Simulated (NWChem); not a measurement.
## CH3 (+1) in NWChem

```xyz
4

C      0.0000     0.0000     0.0000
H      0.0000     0.0000     1.1041
H     -0.9562     0.0000    -0.5520
H      0.9562     0.0000    -0.5520
```
Charge +1, spin multiplicity 1.

Program: NWChem. The geometry was optimised at PBE0/def2-SVP, a minimum by its harmonic frequencies.

Symmetry labels belong to the abelian group C2v used in the runs, with the axes of the coordinates shown; states degenerate in a higher group split over its labels.

The spin multiplicity of the parent species was assumed, not shown to be that of its ground state. The structure started from a generated list of species.

Problem. List the lowest 5 singlet excitations that CIS/aug-cc-pVDZ gives, with oscillator strengths.

Solution. 
| state | symmetry | energy (eV) | wavelength (nm) | f |
|---|---|---|---|---|
| 1 | b2 | 6.43 | 193 | 0.000 |
| 2 | a2 | 6.43 | 193 | 0.000 |
| 3 | a1 | 15.61 | 79 | 0.356 |
| 4 | b1 | 15.61 | 79 | 0.356 |
| 5 | b1 | 17.05 | 73 | 0.000 |
